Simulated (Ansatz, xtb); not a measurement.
**Relaxing a trial structure of CH5OS+**

The starting geometry of this gas-phase singlet has its atoms placed at random.

```json
{"atom": "C", "x (Å)": "0.0395", "y (Å)": "0.9288", "z (Å)": "2.2225"}
{"atom": "O", "x (Å)": "1.2169", "y (Å)": "-1.5473", "z (Å)": "0.5301"}
{"atom": "S", "x (Å)": "0.0919", "y (Å)": "-0.4679", "z (Å)": "-0.1991"}
{"atom": "H", "x (Å)": "-1.3322", "y (Å)": "-0.1779", "z (Å)": "0.6544"}
{"atom": "H", "x (Å)": "0.6595", "y (Å)": "1.6366", "z (Å)": "1.6388"}
{"atom": "H", "x (Å)": "1.5671", "y (Å)": "-0.0245", "z (Å)": "-0.3804"}
{"atom": "H", "x (Å)": "0.5636", "y (Å)": "-0.2317", "z (Å)": "1.3581"}
{"atom": "H", "x (Å)": "-0.4093", "y (Å)": "-1.9896", "z (Å)": "0.6924"}
```

Question: One run relaxed it with r2SCAN-D4/def2-SVP. What is a likely outcome?

Answer: It ends as `C[SH+]O`. Distances that change by over a tenth: S3–H6 (1.55 → 1.37 Å). Contacts that open: S3–H4 (1.69 → 2.35 Å), S3–H7 (1.64 → 2.39 Å). Contacts that close: C1–S3 (2.80 → 1.79 Å), C1–H4 (2.36 → 1.10 Å), C1–H7 (1.54 → 1.10 Å), O2–H8 (1.69 → 0.98 Å).

The energy falls by 15.56 eV over 17 steps:

```
step  E − E(last) (eV)
   1            15.557
   3             9.086
   5             5.088
   6             3.310
   8             0.948
  10             0.267
  12             0.042
  13             0.011
  15             0.000
  17             0.000
```

Final geometry (Å):

```xyz
8

C     0.0399    0.5875    1.3963
O     0.4894   -1.8629    0.5240
S     0.3162   -0.3697   -0.0884
H    -0.9884    0.3779    1.7230
H     0.1368    1.6475    1.1089
H     1.6354   -0.0596   -0.2807
H     0.7797    0.3056    2.1587
H    -0.0120   -2.4997   -0.0251
```

From the same start GFN2-xTB reaches the same bonding as this run.

From so rough a start the end depends on the optimiser's path, so another program may land elsewhere. No frequencies were run, so the end isn't proven a minimum. Run with Ansatz 0.2.0, 67 s on 1 thread of Intel(R) Xeon(R) Processor @ 2.50GHz (Skylake/Cascade Lake), with other jobs on the host.
